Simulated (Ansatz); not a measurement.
# B2PLYP/def2-TZVPPD run of BH3 (borane)

What is the vertical electron affinity of BH3 (borane) at B2PLYP/def2-TZVPPD? 

The results are computed with Ansatz 0.2.0.

32 further runs of the same task are left out: 32 set aside as unsound or not needed.

## 1. The system as given

BH3 has 4 atoms, charge 0, and is taken as a singlet. SMILES: `B`. The coordinates come from a PBE0-D4/def2-TZVP relaxation.

Bond lengths: B1–H2 1.193 Å, B1–H3 1.193 Å, B1–H4 1.193 Å. Angles: H2–B1–H3 120.0°, H2–B1–H4 120.0°, H3–B1–H4 120.0°.

## 2. A single-point energy at B2PLYP/def2-TZVPPD

Input file input.yaml:

```yaml
crystal:
  periodic: [false, false, false]
  atoms:
    - {symbol: B, position_ang: [0.013900, -0.015100, -0.005100]}
    - {symbol: H, position_ang: [0.982200, 0.381700, 0.568800]}
    - {symbol: H, position_ang: [-0.276200, -1.171800, 0.043000]}
    - {symbol: H, position_ang: [-0.664400, 0.744900, -0.626900]}
basis:
  gaussian:
    orbitals: def2-TZVPPD.json
total_charge: 0
hamiltonian:
  xc: {name: B2PLYP}
correlation:
  frozen_orbitals: {B: 1, H: 0}
accuracy: high
output:
  orbitals: {seedname: orbitals}
```

The basis set def2-TZVPPD is read from a file made from the Basis Set Exchange's data (not shown).

Started as:

```
$ ansatz run input.yaml --threads 1 --pin off --max-ram 3480MiB --events-out events.jsonl --progress --plain --runs-dir runs
```

Standard output:

```text
Warning: RAYON_NUM_THREADS=1 ignored (pool sized by the plan → 1); use --threads N
Functional definition: B2PLYP
  name "B2PLYP"
  parameter a = 0.53
  parameter c = 0.27
  exchange = (1 - a)*b88_x + a*exact_x
  correlation = (1 - c)*lyp_c + c*(mp2_os + mp2_ss)
1349 factors; integrals over basis functions are off by at most 2.9e-9 eV
mean field evaluation 1: about -721.9548 eV, gradient 1.0e1 eV
mean field evaluation 2: about -721.9536 eV, gradient 1.0e1 eV
mean field evaluation 4: about -722.3004 eV, gradient 4.7e-1 eV
mean field evaluation 8: about -722.3012 eV, gradient 2.4e-4 eV
mean field -722.30119373 eV, -26.5440792764 hartree, gradient 8.8e-8 eV, S^2 0.000000; 0 other end points of the search recorded, 0 dependent functions left out
1 core orbitals not correlated: weight in the atoms' cores, before any rotation towards them, 1.000 or more for the frozen orbitals, at most 0.000 for the correlated occupied ones
reference -722.30121487 eV, -26.5440800530 hartree; 3, 3 occupied and 84, 84 virtual orbitals, 1349 factors
second order -3.72405589 eV of doubles, -0.00000000 eV of singles
Total energy: -723.30670996 eV, -26.5810313161 hartree
```

It took 2.4 s on 1 thread of Arm Neoverse V2, shared host; peak memory 0.16 GiB.

## 3. The doublet anion

Input file run.yaml:

```yaml
crystal:
  periodic: [false, false, false]
  atoms:
    - {symbol: B, position_ang: [0.013900, -0.015100, -0.005100]}
    - {symbol: H, position_ang: [0.982200, 0.381700, 0.568800]}
    - {symbol: H, position_ang: [-0.276200, -1.171800, 0.043000]}
    - {symbol: H, position_ang: [-0.664400, 0.744900, -0.626900]}
basis:
  gaussian: {orbitals: def2-TZVPPD.json}
total_charge: -1
magnetization: {spin_polarized: true, initial_magnetization: 1}
accuracy: high
output: {orbitals: {seedname: orbitals}}
hamiltonian: {xc: {name: B2PLYP}}
correlation: {frozen_orbitals: {B: 1, H: 0}}
```

The basis set def2-TZVPPD is read from a file made from the Basis Set Exchange's data (not shown).

Started as:

```
$ ansatz run run.yaml --threads 1 --pin off --max-ram 3480MiB --events-out events.jsonl --progress --plain --runs-dir runs
```

Standard output:

```text
Warning: RAYON_NUM_THREADS=1 ignored (pool sized by the plan → 1); use --threads N
[... 6 set-up lines as earlier in the session ...]
1349 factors; integrals over basis functions are off by at most 2.9e-9 eV
mean field evaluation 1: about -721.5677 eV, gradient 5.1e0 eV
mean field evaluation 2: about -721.5671 eV, gradient 5.1e0 eV
mean field evaluation 4: about -721.7960 eV, gradient 8.1e-1 eV
mean field evaluation 8: about -721.8012 eV, gradient 3.1e-3 eV
mean field evaluation 16: about -721.8012 eV, gradient 3.4e-6 eV
mean field -721.80119108 eV, -26.5257045176 hartree, gradient 1.9e-8 eV, S^2 0.754136; 2 other end points of the search recorded, 0 dependent functions left out
1 core orbitals not correlated: weight in the atoms' cores, before any rotation towards them, 1.000 or more for the frozen orbitals, at most 0.000 for the correlated occupied ones
reference -721.80121027 eV, -26.5257052230 hartree; 4, 3 occupied and 83, 84 virtual orbitals, 1349 factors
second order -4.53760734 eV of doubles, -0.00000000 eV of singles
Total energy: -723.02636425 eV, -26.5707288014 hartree
```

Run time: 3.9 s. Hardware: 1 thread of Arm Neoverse V2, shared host; peak memory 0.19 GiB.

## 4. Outcome

Level: B2PLYP/def2-TZVPPD, 1 core orbital frozen.

```
                                                               quantity         value
                                              singlet BH3: total energy  -26.58103 Eh
                         singlet BH3: HOMO energy (SCF part's orbitals)     -11.31 eV
                         singlet BH3: LUMO energy (SCF part's orbitals)      -0.61 eV
                       singlet BH3: HOMO–LUMO gap (SCF part's orbitals)      10.70 eV
                                            doublet anion: total energy  -26.57073 Eh
doublet anion: HOMO energy (SCF part's orbitals) (highest over α and β)       1.63 eV
 doublet anion: LUMO energy (SCF part's orbitals) (lowest over α and β)       4.41 eV
                                                    doublet anion: ⟨S²⟩         0.754
                      vertical electron affinity (to the doublet anion)     -0.280 eV
```

In words: The anion lies 0.28 eV (27.0 kJ/mol) above the neutral: the electron isn't bound at this level, and such a value depends on the basis. The HOMO (doublet anion) lies at positive energy, 1.63 eV; only total energies tell whether the electron is bound.
